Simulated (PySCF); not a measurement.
# Adding and removing an electron: LiSi

PBE0; PySCF, no relativity, basis sets Li def2-TZVP, Si def2-TZVP. Neutral (UKS): quartet (σ ↑, π ↑↑), Re = 2.359 Å, ωe = 455 cm⁻¹, De = 1.77 eV, HOMO -4.61 eV, LUMO -1.74 eV.

LiSi⁺ (UKS): triplet (σ ↑, π ↑), Re = 2.744 Å, ωe = 273 cm⁻¹, De = 0.76 eV to Li⁺ + Si. The energies at the minima are -296.78168 hartree for LiSi and -296.53973 for LiSi⁺.

Question: Work out the adiabatic ionisation energy, without and with harmonic zero-point energies (1 hartree = 27.2114 eV, 1 eV = 8065.5 cm⁻¹), and the change of the bond length.

Answer: At PBE0: 0.24195 hartree = 6.584 eV between the minima; the zero-point term (273.0 − 455.0)/2 cm⁻¹ = -0.011 eV makes it 6.573 eV. Re changes by +38.5 pm against the neutral. The electron leaves a π orbital, and the ion is left as a loose complex of an ion and an atom.

For an ion De counts to the pair picked by the measured ionisation energies or electron affinities, which need not be the lowest pair at this level. States were picked by a PBE0 search and need not be the measured ground states.
